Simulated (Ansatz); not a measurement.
Nudged elastic band run: H$_{6}$NPSi

The input (input.yaml):

```yaml
crystal:
  periodic: [false, false, false]
  atoms:
    - { symbol: Si, position_ang: [-0.456008, 0.670526, -0.862447] }
    - { symbol: "N", position_ang: [0.869391, -0.085149, -0.021734] }
    - { symbol: P, position_ang: [0.781609, -1.090193, 1.377736] }
    - { symbol: H, position_ang: [-1.427896, -0.34881, -1.368239] }
    - { symbol: H, position_ang: [0.109927, 1.439886, -2.010317] }
    - { symbol: H, position_ang: [-1.213921, 1.594317, 0.03869] }
    - { symbol: H, position_ang: [1.816274, 0.059979, -0.358391] }
    - { symbol: H, position_ang: [-0.28334, -1.974765, 0.991102] }
    - { symbol: H, position_ang: [-0.107537, -0.312191, 2.1965] }
basis:
  gaussian: { orbitals: def2-SVP }
hamiltonian:
  xc: r2scan
  dispersion: d4
neb:
  order_check: false
  images: 5
  f_tol: 0.03
  max_iterations: 60
  final_atoms:
    - { symbol: Si, position_ang: [-1.14805673, 0.79004062, -0.78180009] }
    - { symbol: "N", position_ang: [0.5012344, -0.35896938, -0.39912169] }
    - { symbol: P, position_ang: [0.46341243, -1.31246836, 1.14423662] }
    - { symbol: H, position_ang: [0.61980983, -1.01705128, -1.17630468] }
    - { symbol: H, position_ang: [-0.33051879, 1.58233668, -1.81715068] }
    - { symbol: H, position_ang: [-0.72220756, 1.70325979, 0.37846763] }
    - { symbol: H, position_ang: [1.34525724, 0.22333023, -0.406172] }
    - { symbol: H, position_ang: [-0.95608294, -1.50611356, 1.07972691] }
    - { symbol: H, position_ang: [0.31565112, -0.15076475, 1.96101799] }
  initial_path:
    images:
      - { positions_ang: [[-0.456008, 0.670526, -0.862447], [0.869391, -0.085149, -0.021734], [0.781609, -1.090193, 1.377736], [-1.427896, -0.34881, -1.368239], [0.109927, 1.439886, -2.010317], [-1.213921, 1.594317, 0.03869], [1.816274, 0.059979, -0.358391], [-0.28334, -1.974765, 0.991102], [-0.107537, -0.312191, 2.1965]] }
      - { positions_ang: [[-0.49035054, 0.65391128, -0.83083251], [0.82380518, -0.14189108, -0.11316501], [0.68457077, -1.11328828, 1.28937117], [-1.07098819, -0.45784737, -1.21573723], [-0.00900592, 1.41133488, -2.02358254], [-1.09877223, 1.6275912, 0.11887006], [1.7368726, 0.15773455, -0.31613906], [-0.4090813, -1.91875179, 0.93305494], [-0.07855138, -0.26519338, 2.14106019]] }
      - { positions_ang: [[-0.52469308, 0.63729656, -0.79921801], [0.77821935, -0.19863316, -0.20459601], [0.58753255, -1.13638357, 1.20100634], [-0.71408037, -0.56688474, -1.06323546], [-0.12793883, 1.38278376, -2.03684809], [-0.98362346, 1.6608654, 0.19905011], [1.65747121, 0.2554901, -0.27388713], [-0.53482259, -1.86273858, 0.87500788], [-0.04956576, -0.21819577, 2.08562038]] }
      - { positions_ang: [[-0.55903562, 0.62068184, -0.76760352], [0.73263353, -0.25537524, -0.29602702], [0.49049432, -1.15947885, 1.11264151], [-0.35717256, -0.67592212, -0.9107337], [-0.24687175, 1.35423264, -2.05011363], [-0.8684747, 1.69413959, 0.27923017], [1.57806981, 0.35324565, -0.23163519], [-0.66056389, -1.80672536, 0.81696082], [-0.02058014, -0.17119815, 2.03018057]] }
      - { positions_ang: [[-0.75537599, 0.67713477, -0.77233571], [0.65550049, -0.28990662, -0.33039191], [0.48146702, -1.21047536, 1.12317321], [-0.03151177, -0.78963184, -0.99925736], [-0.27475409, 1.43026732, -1.97245932], [-0.81971898, 1.69717966, 0.31230932], [1.50046562, 0.30994051, -0.28981413], [-0.75907024, -1.70652143, 0.90454952], [0.09149695, -0.16438702, 2.00712637]] }
      - { positions_ang: [[-0.95171636, 0.7335877, -0.7770679], [0.57836744, -0.324438, -0.3647568], [0.47243973, -1.26147186, 1.13370491], [0.29414903, -0.90334156, -1.08778102], [-0.30263644, 1.506302, -1.894805], [-0.77096327, 1.70021973, 0.34538848], [1.42286143, 0.26663537, -0.34799307], [-0.85757659, -1.60631749, 0.99213821], [0.20357404, -0.15757589, 1.98407218]] }
      - { positions_ang: [[-1.14805673, 0.79004062, -0.78180009], [0.5012344, -0.35896938, -0.39912169], [0.46341243, -1.31246836, 1.14423662], [0.61980983, -1.01705128, -1.17630468], [-0.33051879, 1.58233668, -1.81715068], [-0.72220756, 1.70325979, 0.37846763], [1.34525724, 0.22333023, -0.406172], [-0.95608294, -1.50611356, 1.07972691], [0.31565112, -0.15076475, 1.96101799]] }
```

Launched with:

```bash
$ ansatz run input.yaml --threads 2 --pin off --max-ram 3072MiB --backend cpu --events-out ev --progress --plain --runs-dir out
```

Output, in part (warnings, iteration lines, the closing report on the highest movable image, with atoms numbered from 0):

```
NEB end point (image 0): max|allowed force component| = 6.583e-3 eV/Å (the criterion of neb.relax_end_points is 1.000e-2)
NEB end point (image 6): max|allowed force component| = 2.197e-2 eV/Å (the criterion of neb.relax_end_points is 1.000e-2)
NEB iter   1: max|band force component| = 7.610e0 eV/Å  barrier→ = 4.7173 eV  barrier← = 2.9733 eV  Δτ_max = 0.1982 Å  (177 SCF iters)
NEB iter   2: max|band force component| = 4.126e0 eV/Å  barrier→ = 3.0749 eV  barrier← = 1.3309 eV  Δτ_max = 0.2000 Å  (146 SCF iters)
NEB iter   3: max|band force component| = 1.382e0 eV/Å  barrier→ = 2.7960 eV  barrier← = 1.0520 eV  Δτ_max = 0.1527 Å  (149 SCF iters)
NEB iter   4: max|band force component| = 1.029e0 eV/Å  barrier→ = 2.7254 eV  barrier← = 0.9814 eV  Δτ_max = 0.1276 Å  (137 SCF iters)
NEB iter   5: max|band force component| = 1.900e0 eV/Å  barrier→ = 2.6223 eV  barrier← = 0.8783 eV  CI = image 3  Δτ_max = 0.1916 Å  (137 SCF iters)
NEB iter   6: max|band force component| = 5.006e-1 eV/Å  barrier→ = 2.9257 eV  barrier← = 1.1817 eV  CI = image 3  Δτ_max = 0.0790 Å  (145 SCF iters)
NEB iter   7: max|band force component| = 3.042e-1 eV/Å  barrier→ = 2.9056 eV  barrier← = 1.1615 eV  CI = image 3  Δτ_max = 0.0452 Å  (140 SCF iters)
NEB iter   8: max|band force component| = 1.885e-1 eV/Å  barrier→ = 2.8984 eV  barrier← = 1.1544 eV  CI = image 3  Δτ_max = 0.0522 Å  (141 SCF iters)
NEB iter   9: max|band force component| = 1.178e-1 eV/Å  barrier→ = 2.8956 eV  barrier← = 1.1516 eV  CI = image 3  Δτ_max = 0.0367 Å  (137 SCF iters)
NEB iter  10: max|band force component| = 7.755e-2 eV/Å  barrier→ = 2.8944 eV  barrier← = 1.1504 eV  CI = image 3  Δτ_max = 0.0449 Å  (141 SCF iters)
NEB iter  11: max|band force component| = 4.285e-2 eV/Å  barrier→ = 2.8934 eV  barrier← = 1.1494 eV  CI = image 3  Δτ_max = 0.0284 Å  (140 SCF iters)
NEB iter  12: max|band force component| = 3.965e-2 eV/Å  barrier→ = 2.8929 eV  barrier← = 1.1489 eV  CI = image 3  Δτ_max = 0.0267 Å  (142 SCF iters)
NEB iter  13: max|band force component| = 3.768e-2 eV/Å  barrier→ = 2.8926 eV  barrier← = 1.1486 eV  CI = image 3  Δτ_max = 0.0131 Å  (142 SCF iters)
NEB iter  14: max|band force component| = 3.539e-2 eV/Å  barrier→ = 2.8925 eV  barrier← = 1.1485 eV  CI = image 3  Δτ_max = 0.0142 Å  (130 SCF iters)
NEB iter  15: max|band force component| = 2.280e-2 eV/Å  barrier→ = 2.8924 eV  barrier← = 1.1484 eV  CI = image 3  Δτ_max = 0.0088 Å  (231 SCF iters)
NEB iter  16: max|band force component| = 2.641e-2 eV/Å  barrier→ = 2.8924 eV  barrier← = 1.1483 eV  CI = image 3  Δτ_max = 0.0000 Å  (51 SCF iters)
Total energy: -18742.53172863 eV, -688.7753368830 hartree
Atom 0 at    -0.720716     0.768164    -1.052746 Å, force     0.000555     0.007545    -0.000068 eV/Å
Atom 1 at     0.688926    -0.324511    -0.248596 Å, force     0.000149    -0.004746     0.009386 eV/Å
Atom 2 at     0.632107    -1.072359     1.328755 Å, force    -0.001078     0.001030    -0.001319 eV/Å
Atom 3 at    -0.193451    -0.754464    -1.202047 Å, force     0.001543    -0.001265    -0.003051 eV/Å
Atom 4 at     0.053223     1.925185    -1.625550 Å, force    -0.000966     0.000409    -0.001713 eV/Å
Atom 5 at    -1.406473     1.312951     0.170536 Å, force    -0.000687    -0.002980    -0.000504 eV/Å
Atom 6 at     1.627801    -0.236866    -0.641415 Å, force    -0.001236    -0.000340    -0.003347 eV/Å
Atom 7 at    -0.660669    -1.676662     1.167443 Å, force     0.001003    -0.000490     0.000659 eV/Å
Atom 8 at     0.067749     0.012162     2.086521 Å, force     0.000717     0.000838    -0.000043 eV/Å
Dipole moment:     0.219290    -0.036740     0.071035 e Å
```

The forces met the threshold. The band force fell under the threshold earlier too, but the program's further tests of the path sent the band on. Neighbouring images differ by up to 2.1 eV, so the band resolves the path poorly. A vibrational analysis at the climbing image gives one clearly imaginary mode, 1372i cm⁻¹: a first-order saddle point. The orbitals stay closed-shell, which can raise the energy where a bond breaks towards radicals; this wasn't checked here.

Final band (atoms are numbered from 1 in the order of the input):

| image | path coordinate (Å) | energy (kJ/mol) | Si1–H4 (Å) | N2–H4 (Å) |
| --- | --- | --- | --- | --- |
| 0 | 0.00 | 0.0 | 1.50 | 2.68 |
| 1 | 0.77 | 1.3 | 1.50 | 2.69 |
| 2 | 1.53 | 73.0 | 1.48 | 2.19 |
| 3 | 2.30 | 279.1 | 1.62 | 1.37 |
| 4 | 3.00 | 191.3 | 2.26 | 1.03 |
| 5 | 3.69 | 171.9 | 2.53 | 1.03 |
| 6 | 4.39 | 168.3 | 2.56 | 1.03 |

Run time: 2 min on 2 threads of AMD EPYC 7R43 64-Core Processor (Zen 3), on a shared host, peak memory 0.17 GiB.
